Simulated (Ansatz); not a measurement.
fcc Pb, treated with RPBE (Ansatz, an electronic-structure program, PAW).

Run with plane-wave cutoff 520 eV, 20×20×20 k mesh, Fermi–Dirac smearing 0.05 eV, scalar-relativistic PAW data made under PBE.

Computed at the level's own relaxed cell.

Question: Estimate the volume per atom, bulk modulus B0, lattice parameter a and pressure derivative B′ of the bulk modulus that the calculation returns.

Answer: 
- volume per atom = 33.30 Å³/atom
- bulk modulus B0 = 34.6 GPa
- lattice parameter a = 5.107 Å
- pressure derivative B′ of the bulk modulus = 4.5

The run finds no gap.

Measured, for comparison: equilibrium volume per atom 29.45 Å³/atom (low-temperature or extrapolated to 0 K; zero-point anharmonic expansion removed; as tabulated in Csonka et al. (2009), arXiv:0903.4037); bulk modulus 47 GPa (corrected for temperature and zero-point phonon effects; as tabulated in Levämäki et al. (2014), arXiv:1402.3671); lattice constant a 4.902 Å (low-temperature or extrapolated to 0 K; zero-point anharmonic expansion removed, our sources range from 4.902 to 4.912; as tabulated in Csonka et al. (2009), arXiv:0903.4037). Computed (rounded) less measured: equilibrium volume per atom +13.1 %, bulk modulus -26 %, lattice constant a +4.2 % (+4.0 % to +4.2 % over the range).

Spin–orbit coupling is not included; it can shift volumes and moduli of such heavy elements.

It cost about 60 core-seconds (a rough figure) of CPU time.
